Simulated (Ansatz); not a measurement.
Geometry optimisation, RKS PBE-D4/def2-SVP in Ansatz.

Input file:

```yaml
crystal:
  periodic: [false, false, false]
  atoms:
    - { symbol: Si, position_ang: [-0.443811, -7.0e-06, -0.415335] }
    - { symbol: F, position_ang: [0.142003, 0.00022, 2.337151] }
    - { symbol: H, position_ang: [0.855746, -6.9e-05, 0.297364] }
    - { symbol: H, position_ang: [-0.539657, 1.223988, -1.28377] }
    - { symbol: H, position_ang: [-0.539721, -1.223973, -1.283805] }
    - { symbol: Cl, position_ang: [-2.249334, 4.0e-06, 0.701132] }
    - { symbol: H, position_ang: [-0.696426, -0.000163, 2.743862] }
basis:
  gaussian: { orbitals: def2-SVP }
hamiltonian:
  xc: pbe
  dispersion: d4
relax:
  f_tol: 0.03
  max_steps: 50
output:
  orbitals: {}
```

Command:

```bash
$ ansatz run input.yaml --threads 1 --pin off --max-ram 2048MiB --backend cpu --events-out ev --progress --plain --runs-dir out
```

Question: Where does it end, and by what steps?

Answer: The forces met the threshold. After 9 steps the energy has fallen by 0.264 eV; F2 moved furthest, 0.51 Å.

| step | energy less start (eV) | largest force component (eV/Å) | accepted |
| --- | --- | --- | --- |
| 0 | 0.0000 | 0.584 | yes |
| 1 | -0.1244 | 1.214 | yes |
| 2 | -0.1354 | 2.725 | yes |
| 3 | -0.2135 | 1.850 | yes |
| 4 | -0.2321 | 0.720 | yes |
| 5 | -0.2459 | 0.925 | yes |
| 6 | -0.2628 | 0.055 | yes |
| 7 | -0.2633 | 0.036 | yes |
| 8 | -0.2635 | 0.048 | yes |
| 9 | -0.2635 | 0.001 | yes |

```xyz
7
Properties=species:S:1:pos:R:3
Si -0.476 0.000 -0.534
F 0.194 0.001 2.840
H 0.753 -0.001 0.314
H -0.569 1.231 -1.384
H -0.570 -1.231 -1.384
Cl -2.131 0.000 0.774
H -0.672 0.000 2.470
```

The run took 18 s on 1 thread of Arm Neoverse V1 (shared host), peak memory 0.13 GiB.
